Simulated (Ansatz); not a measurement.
# SiH2Cl (doublet): wave-function methods side by side at distance Cl1–H2 along a hydrogen transfer = 2.032 Å, cc-pVDZ

How much of the correlation energy of SiH2Cl (doublet) does each wave-function method recover here?

Program: Ansatz 0.2.0, Gaussian basis. Level of theory: cc-pVDZ, core rule «outside noble gas», up to 10 orbitals frozen. These are calculated values, not measurements.

The runs, in order: UHF; CCSD(T) on ROHF; CCSD(T) on UHF; BCCD(T) on ROHF; CISD; CCSDT(Q) on ROHF; CCSDT(Q) on UHF; CASSCF and MRCISD+Q, 3 electrons in 3 orbitals; CASSCF and NEVPT2, 3 electrons in 3 orbitals; CASSCF and MRCISD+Q, 13 electrons in 10 orbitals; CASSCF and MRCISD+Q(relaxed), 13 electrons in 10 orbitals; CASSCF and NEVPT2, 13 electrons in 10 orbitals.

8 further runs of the same task are left out: 8 that didn't finish.

### 1 The system

The geometry derives from fragments relaxed apart (PBE0/def2-TZVP) and kept rigid, so it is no stationary point. A hydrogen atom is moved between rigid fragments.

4 atoms, charge 0, spin multiplicity 2.

Atoms are counted from 1 here; the program's logs count them from 0.

Bond lengths: H2–Si3 1.440 Å, Si3–H4 1.532 Å. Angles: H2–Si3–H4 105.0°.

As a file:

```xyz
4

Cl   -1.5782    0.0227    0.0000
H     0.4538    0.0227    0.0000
Si    1.8938    0.0227    0.0000
H     2.2902   -1.4568    0.0000
```

### 2 UHF

The input, in.yaml:

```yaml
crystal:
  periodic: [false, false, false]
  atoms:
    - {symbol: Cl, position_ang: [-1.578234, 0.022748, 0.000000]}
    - {symbol: H, position_ang: [0.453766, 0.022748, 0.000000]}
    - {symbol: Si, position_ang: [1.893766, 0.022748, 0.000000]}
    - {symbol: H, position_ang: [2.290201, -1.456765, 0.000000]}
basis:
  gaussian: {orbitals: cc-pVDZ}
magnetization: {spin_polarized: true, initial_magnetization: 1}
hamiltonian: {xc: hf}
output: {orbitals: {seedname: orbitals}}
```

Started as:

```console
$ ansatz run in.yaml --threads 1 --pin off --events-out ev --progress --plain --max-ram 2393MiB
```

The runs that follow: CCSD(T) on ROHF; CCSD(T) on UHF; BCCD(T) on ROHF; CISD; CCSDT(Q) on ROHF; CCSDT(Q) on UHF; CASSCF and MRCISD+Q, 3 electrons in 3 orbitals; CASSCF and NEVPT2, 3 electrons in 3 orbitals; CASSCF and MRCISD+Q, 13 electrons in 10 orbitals; CASSCF and MRCISD+Q(relaxed), 13 electrons in 10 orbitals; CASSCF and NEVPT2, 13 electrons in 10 orbitals.

Q: Predict the results of all the runs planned. Wanted: UCCSDT(Q) below the RHF energy; RMP2 from UCCSDT(Q); UMP2 from UCCSDT(Q); RCCSD from UCCSDT(Q); RCCSD(T) from UCCSDT(Q); UCCSD(T) from UCCSDT(Q); RCCSDT(Q) from UCCSDT(Q); NEVPT2 pair from UCCSDT(Q); NEVPT2 valence from UCCSDT(Q).

The runs gave:

| quantity | value |
| --- | --- |
| UCCSDT(Q) below the RHF energy | -7.1438 eV |
| RMP2 from UCCSDT(Q) | +1374.3 meV |
| UMP2 from UCCSDT(Q) | +1515.7 meV |
| RCCSD from UCCSDT(Q) | +167.0 meV |
| RCCSD(T) from UCCSDT(Q) | +40.1 meV |
| UCCSD(T) from UCCSDT(Q) | +52.8 meV |
| RCCSDT(Q) from UCCSDT(Q) | -0.6 meV |
| NEVPT2 pair from UCCSDT(Q) | +1268.7 meV |
| NEVPT2 valence from UCCSDT(Q) | +1522.8 meV |
| MRCISD+Q valence from UCCSDT(Q) | +81.4 meV |
| levels within 1 kcal/mol (43 meV) | RCCSD(T), BCCD(T), RCCSDT, UCCSDT, RCCSDT(Q), MRCISD+Q(relaxed) valence |
| T1 diagnostic | 0.033 |
| effectively unpaired electrons | 1.07 |

In words: RCCSD(T) lands +40.1 meV from the yardstick (0.6 % of the correlation energy). One determinant dominates. Of the multireference levels listed MRCISD+Q(relaxed) valence comes nearest in total energy (+27.8 meV), which doesn't show that its space is the better one. These misses are within one basis, not against nature; the frozen cores of restricted and unrestricted runs differ, which can shift their rows.
